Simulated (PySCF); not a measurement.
# AlH3 (SMILES [H][Al]([H])[H]) at FCI/6-31G

What is the energy change on altering one bond length of AlH3 at FCI/6-31G? The job is set up through a Python script.

The calculation is run with PySCF 2.14.0.

8 further runs of the same task are left out: 8 set aside as unsound or not needed.

## 1. The system as given

The species is AlH3 (4 atoms), meant as a singlet with charge 0. SMILES: `[H][Al]([H])[H]`. The shape comes from GFN2-xTB, which is rough for such elements, and wasn't checked as a minimum.

Bond lengths: Al1–H2 1.553 Å, Al1–H3 1.553 Å, Al1–H4 1.553 Å. Angles: H2–Al1–H3 120.0°, H2–Al1–H4 120.0°, H3–Al1–H4 120.0°.

## 2. A single-point energy at FCI/6-31G

run.py reads:

```python
from pyscf import gto, mcscf
from pyscf import fci

mol = gto.M(
    atom='''
Al      -0.000010      -0.000020       0.000020
H        1.552650      -0.030520       0.014610
H       -0.749810       1.359840      -0.019120
H       -0.802830      -1.329300       0.004480
''',
    spin=0,
    basis='6-31g',
    verbose=4,
    max_memory=1860,
)

mf = mol.RHF()
mf.conv_tol = 1e-10
mf.kernel()
if not mf.converged:
    mf = mf.newton().run(mf.mo_coeff, mf.mo_occ)

cas = mcscf.CASCI(mf, mf.mo_coeff.shape[-1] - 5, (mol.nelec[0] - 5, mol.nelec[1] - 5))  # full CI above the frozen core
cas.fcisolver = fci.direct_spin0.FCI(mol)  # even spin states alone
cas.kernel()
print('<S^2> = %.4f' % cas.fcisolver.spin_square(cas.ci, cas.ncas, cas.nelecas)[0])
e_tot = cas.e_tot
print('E(%s) = %.9f' % ('FCI', e_tot))
```

Started as:

```console
$ OMP_NUM_THREADS=1 python run.py
```

What it wrote:

```text
PySCF version 2.14.0

[INPUT] num. atoms = 4
[INPUT] num. electrons = 16
[INPUT] charge = 0
[INPUT] spin (= nelec alpha-beta = 2S) = 0
[INPUT] symmetry False subgroup None
[INPUT] Mole.unit = angstrom
[INPUT] Symbol           X                Y                Z      unit          X                Y                Z       unit  Magmom
[INPUT]  1 Al    -0.000010000000  -0.000020000000   0.000020000000 AA   -0.000018897261  -0.000037794522   0.000037794522 Bohr   0.0
[INPUT]  2 H      1.552650000000  -0.030520000000   0.014610000000 AA    2.934083267306  -0.057674441322   0.027608898680 Bohr   0.0
[INPUT]  3 H     -0.749810000000   1.359840000000  -0.019120000000 AA   -1.416935545460   2.569725173229  -0.036131563502 Bohr   0.0
[INPUT]  4 H     -0.802830000000  -1.329300000000   0.004480000000 AA   -1.517128824585  -2.512012937384   0.008465973038 Bohr   0.0

nuclear repulsion = 13.8794596526858
number of shells = 13
number of NR pGTOs = 58
number of NR cGTOs = 19
basis = 6-31g
ecp = {}

******** <class 'pyscf.scf.hf.RHF'> ********
method = RHF
initial guess = minao
damping factor = 0
level_shift factor = 0
DIIS = <class 'pyscf.scf.diis.CDIIS'>
diis_start_cycle = 1
diis_space = 8
diis_damp = 0
SCF conv_tol = 1e-10
SCF conv_tol_grad = None
SCF max_cycles = 50
direct_scf = True
direct_scf_tol = 1e-13
Set gradient conv threshold to 1e-05
Initial guess from minao.
init E= -243.234855075377
  HOMO = -0.333731258237918  LUMO = -0.00851886075877051  gap/eV = 8.84948
cycle= 1 E= -243.575616966331  delta_E= -0.341  |g|= 0.124  |ddm|= 1.36
  HOMO = -0.437308400502435  LUMO = 0.0202850597936832  gap/eV = 12.45175
cycle= 2 E= -243.585516717053  delta_E= -0.0099  |g|= 0.0293  |ddm|= 0.259
  HOMO = -0.430660504768319  LUMO = 0.029805718325282  gap/eV = 12.52992
cycle= 3 E= -243.586192980218  delta_E= -0.000676  |g|= 0.003  |ddm|= 0.0826
  HOMO = -0.431201591367172  LUMO = 0.0291605044298144  gap/eV = 12.52709
cycle= 4 E= -243.586200406745  delta_E= -7.43e-06  |g|= 0.000245  |ddm|= 0.00943
  HOMO = -0.431288867028423  LUMO = 0.0290817423771252  gap/eV = 12.52732
cycle= 5 E= -243.586200451145  delta_E= -4.44e-08  |g|= 3.22e-05  |ddm|= 0.000789
  HOMO = -0.431296787896352  LUMO = 0.0290783844109872  gap/eV = 12.52745
cycle= 6 E= -243.586200452248  delta_E= -1.1e-09  |g|= 2.95e-06  |ddm|= 0.000157
  HOMO = -0.431296541321354  LUMO = 0.029078711736213  gap/eV = 12.52745
cycle= 7 E= -243.586200452255  delta_E= -7.56e-12  |g|= 1.45e-07  |ddm|= 1.36e-05
  HOMO = -0.431296491010221  LUMO = 0.0290787489906601  gap/eV = 12.52745
Extra cycle  E= -243.586200452255  delta_E= 1.14e-13  |g|= 2.84e-08  |ddm|= 3.44e-07
converged SCF energy = -243.586200452255

******** <class 'pyscf.mcscf.casci.CASCI'> ********
CAS (3e+3e, 14o), ncore = 5, nvir = 0
natorb = False
canonicalization = True
sorting_mo_energy = False
******** <class 'pyscf.fci.direct_spin0.FCISolver'> ********
max. cycles = 100
conv_tol = 1e-10
davidson only = False
linear dependence = 1e-14
level shift = 0.001
max iter space = 12
nroots = 1
pspace_size = 400
spin = None
Density matrix diagonal elements [1.97398238e+00 1.96555038e+00 1.96554803e+00 3.95803695e-03
 8.22706323e-03 8.22713908e-03 1.10378569e-02 2.07589851e-02
 1.88722572e-03 1.03449715e-02 1.03440462e-02 7.10006583e-03
 6.51689841e-03 6.51692038e-03]
CASCI converged
CASCI E = -243.645179081429  E(CI) = -7.32586587169396  S^2 = 0.0000000
<S^2> = 0.0000
E(FCI) = -243.645179081
```

It took 2.8 s on 1 thread of Arm Neoverse V1, shared host; peak memory 0.14 GiB.

## 3. The distorted shape

input.py reads:

```python
from pyscf import gto, scf, mcscf
from pyscf import fci

mol = gto.Mole()
mol.atom = '''
Al    -1.466991     0.028779    -0.013748
H      2.934083    -0.057674     0.027609
H     -2.883907     2.598542    -0.049917
H     -2.984101    -2.483197    -0.005320
'''
mol.spin = 0
mol.basis = '6-31g'
mol.unit = 'bohr'
mol.charge = 0
mol.max_memory = 1860
mol.verbose = 4
mol.build()

hf = scf.RHF(mol)
hf.conv_tol = 1e-10
hf.kernel()
if not hf.converged:
    hf = hf.newton().run(hf.mo_coeff, hf.mo_occ)

cas = mcscf.CASCI(hf, hf.mo_coeff.shape[-1] - 5, (mol.nelec[0] - 5, mol.nelec[1] - 5))  # full CI above the frozen core
cas.fcisolver = fci.direct_spin0.FCI(mol)  # even spin states alone
cas.kernel()
print('<S^2> = %.4f' % cas.fcisolver.spin_square(cas.ci, cas.ncas, cas.nelecas)[0])
e_tot = cas.e_tot
print('E(%s) = %.9f' % ('FCI', e_tot))
```

Started as:

```console
$ OMP_NUM_THREADS=1 python input.py
```

What it wrote:

```text
PySCF version 2.14.0

[INPUT] num. atoms = 4
[INPUT] num. electrons = 16
[INPUT] charge = 0
[INPUT] spin (= nelec alpha-beta = 2S) = 0
[INPUT] symmetry False subgroup None
[INPUT] Mole.unit = bohr
[INPUT] Symbol           X                Y                Z      unit          X                Y                Z       unit  Magmom
[INPUT]  1 Al    -0.776298205825   0.015229190953  -0.007275128296 AA   -1.466991000000   0.028779000000  -0.013748000000 Bohr   0.0
[INPUT]  2 H      1.552649858548  -0.030519766463   0.014610053616 AA    2.934083000000  -0.057674000000   0.027609000000 Bohr   0.0
[INPUT]  3 H     -1.526097862813   1.375089208018  -0.026414938837 AA   -2.883907000000   2.598542000000  -0.049917000000 Bohr   0.0
[INPUT]  4 H     -1.579118244284  -1.314051262625  -0.002815222762 AA   -2.984101000000  -2.483197000000  -0.005320000000 Bohr   0.0

nuclear repulsion = 12.3222084110753
number of shells = 13
number of NR pGTOs = 58
number of NR cGTOs = 19
basis = 6-31g
ecp = {}

******** <class 'pyscf.scf.hf.RHF'> ********
method = RHF
initial guess = minao
damping factor = 0
level_shift factor = 0
DIIS = <class 'pyscf.scf.diis.CDIIS'>
diis_start_cycle = 1
diis_space = 8
diis_damp = 0
SCF conv_tol = 1e-10
SCF conv_tol_grad = None
SCF max_cycles = 50
direct_scf = True
direct_scf_tol = 1e-13
Set gradient conv threshold to 1e-05
[... 1 set-up line as earlier in the session ...]
init E= -243.094652998283
  HOMO = -0.252022487914323  LUMO = -0.00362545333229591  gap/eV = 6.75923
cycle= 1 E= -243.507178146544  delta_E= -0.413  |g|= 0.156  |ddm|= 1.35
  HOMO = -0.342625227116647  LUMO = 0.000465995610934966  gap/eV = 9.33599
cycle= 2 E= -243.524889726286  delta_E= -0.0177  |g|= 0.0339  |ddm|= 0.318
  HOMO = -0.355827009494796  LUMO = 0.0178051443552374  gap/eV = 10.16705
cycle= 3 E= -243.525912660554  delta_E= -0.00102  |g|= 0.00765  |ddm|= 0.0834
  HOMO = -0.354734427352412  LUMO = 0.0162898498243433  gap/eV = 10.09608
cycle= 4 E= -243.525970153734  delta_E= -5.75e-05  |g|= 0.00057  |ddm|= 0.0243
  HOMO = -0.354616994838214  LUMO = 0.0161445345964943  gap/eV = 10.08894
cycle= 5 E= -243.525970452381  delta_E= -2.99e-07  |g|= 9.01e-05  |ddm|= 0.00213
  HOMO = -0.354651203264867  LUMO = 0.01613882057357  gap/eV = 10.08971
cycle= 6 E= -243.525970460855  delta_E= -8.47e-09  |g|= 8.02e-06  |ddm|= 0.000436
  HOMO = -0.354648713915914  LUMO = 0.0161397985758946  gap/eV = 10.08967
cycle= 7 E= -243.525970460915  delta_E= -6.01e-11  |g|= 7.81e-07  |ddm|= 3.71e-05
  HOMO = -0.354648887691406  LUMO = 0.0161398630540985  gap/eV = 10.08968
Extra cycle  E= -243.525970460915  delta_E= -3.69e-13  |g|= 2.49e-07  |ddm|= 2.93e-06
converged SCF energy = -243.525970460915

******** <class 'pyscf.mcscf.casci.CASCI'> ********
CAS (3e+3e, 14o), ncore = 5, nvir = 0
natorb = False
canonicalization = True
sorting_mo_energy = False
******** <class 'pyscf.fci.direct_spin0.FCISolver'> ********
max. cycles = 100
conv_tol = 1e-10
davidson only = False
linear dependence = 1e-14
level shift = 0.001
max iter space = 12
nroots = 1
pspace_size = 400
spin = None
Density matrix diagonal elements [1.96886282 1.9619914  1.8900076  0.00554685 0.1011355  0.01117596
 0.00831993 0.00889084 0.00206063 0.01106358 0.01078369 0.00692753
 0.0067752  0.00645847]
CASCI converged
CASCI E = -243.599357995727  E(CI) = -6.85807585548739  S^2 = 0.0000000
<S^2> = 0.0000
E(FCI) = -243.599357996
```

Wall time 3 s (1 thread of Arm Neoverse V1, shared host); peak memory 0.15 GiB.

## 4. Results

At FCI/6-31G, 5 core orbitals frozen:

| quantity | value |
| --- | --- |
| first shape: total energy | -243.64518 Eh |
| first shape: dipole moment (Hartree–Fock density) | 0.00 D |
| first shape: HOMO energy (Hartree–Fock orbitals) | -11.74 eV |
| first shape: LUMO energy (Hartree–Fock orbitals) | 0.79 eV |
| first shape: HOMO–LUMO gap (Hartree–Fock orbitals) | 12.53 eV |
| first shape: correlation energy (5 core orbitals frozen) | -59.0 mEh |
| distorted shape: total energy | -243.59936 Eh |
| distorted shape: dipole moment (Hartree–Fock density) | 1.80 D |
| distorted shape: HOMO energy (Hartree–Fock orbitals) | -9.65 eV |
| distorted shape: LUMO energy (Hartree–Fock orbitals) | 0.44 eV |
| distorted shape: HOMO–LUMO gap (Hartree–Fock orbitals) | 10.09 eV |
| distorted shape: correlation energy (5 core orbitals frozen) | -73.4 mEh |
| energy change with the Al1–H2 bond stretched from 1.553 to 2.330 Å | 1.247 eV |

With the Al1–H2 bond stretched from 1.553 to 2.330 Å the energy rises by 1.25 eV (29 kcal/mol). The first shape isn't relaxed at this level, so the change isn't measured from a minimum. Mulliken charges (first shape) of the mean-field density run from -0.28 on H2 to +0.83 on Al1; they depend strongly on the basis. Mulliken charges (distorted shape) of the mean-field density run from -0.25 on H3 to +0.72 on Al1.
